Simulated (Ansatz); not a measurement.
formic acid (SMILES O=CO) moved off its minimum; all values from Ansatz (an electronic-structure program), cores frozen in correlated methods.
(charge 0, multiplicity 1)
```xyz
5

O      0.82696    -0.75633    -0.02562
C     -0.41281    -0.14762     0.01728
O     -0.62910     0.98867     0.04729
H      1.49352    -0.01639    -0.01984
H     -1.16303    -0.93886     0.01913
```

Forces at r2SCAN/def2-TZVPP (eV/Å):

```json
[
 {"atom": "O1", "Fx": "0.047", "Fy": "1.479", "Fz": "0.046"},
 {"atom": "C2", "Fx": "1.306", "Fy": "-3.886", "Fz": "-0.111"},
 {"atom": "O3", "Fx": "-0.395", "Fy": "3.586", "Fz": "0.088"},
 {"atom": "H4", "Fx": "-0.724", "Fy": "-0.877", "Fz": "-0.016"},
 {"atom": "H5", "Fx": "-0.234", "Fy": "-0.302", "Fz": "-0.007"}
]
```

### Question
Give the forces (eV/Å), the total energy and the dipole at CCSD(T)/aug-cc-pVTZ.

### Answer

```json
[
 {"atom": "O1", "Fx": "0.163", "Fy": "1.445", "Fz": "0.041"},
 {"atom": "C2", "Fx": "1.280", "Fy": "-4.481", "Fz": "-0.123"},
 {"atom": "O3", "Fx": "-0.517", "Fy": "4.119", "Fz": "0.103"},
 {"atom": "H4", "Fx": "-0.744", "Fy": "-0.886", "Fz": "-0.015"},
 {"atom": "H5", "Fx": "-0.182", "Fy": "-0.197", "Fz": "-0.006"}
]
```
Energy -189.5131 hartree, dipole 1.06 D.
